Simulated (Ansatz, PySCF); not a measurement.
Species: C2H2 (charge -1, doublet). 
Coordinates optimised at B3LYP-D3(BJ)/def2-TZVP (Ansatz, a quantum-chemistry and plane-wave program):
```xyz
4

C     -0.6277     0.1375    -0.1172
C      0.5703    -0.0237     0.3175
H     -1.1137    -0.1685    -1.0675
H      1.4580    -0.5144    -0.1343
```
Charge -1, spin multiplicity 2.

Total electronic energies in hartree. Correlated levels leave the core frozen unless marked. Open shells are spin-unrestricted. Spin-orbit coupling is left out. Non-relativistic. CBS(X,Y): correlation extrapolated as X^-3; Hartree-Fock from the larger set.

```json
[
 {"level": "HF/cc-pVTZ", "program": "Ansatz", "energy (Eh)": "-76.75333"},
 {"level": "HF-D4/def2-TZVPD", "program": "PySCF + dftd4", "energy (Eh)": "-76.77101"},
 {"level": "BLYP-D4/def2-TZVPD", "program": "Ansatz + dftd4", "energy (Eh)": "-77.28037"},
 {"level": "BP86-D4/def2-TZVPD", "program": "PySCF + dftd4", "energy (Eh)": "-77.30958"},
 {"level": "M06-L-D4/def2-TZVPD", "program": "PySCF + dftd4", "energy (Eh)": "?"},
 {"level": "B2GP-PLYP/def2-TZVPD", "program": "Ansatz", "energy (Eh)": "?"},
 {"level": "MP2/def2-QZVPPD", "program": "Ansatz", "energy (Eh)": "-77.11396"},
 {"level": "SCS-MP2/6-31G", "program": "Ansatz", "energy (Eh)": "-76.84847"},
 {"level": "CCSD(T)/CBS(def2-TZVPPD,def2-QZVPPD)", "program": "Ansatz", "energy (Eh)": "-77.1573"}
]
```

Q: Complete the blanks.

A: 
- M06-L-D4/def2-TZVPD, energy (Eh): -77.28269
- B2GP-PLYP/def2-TZVPD, energy (Eh): -77.20810
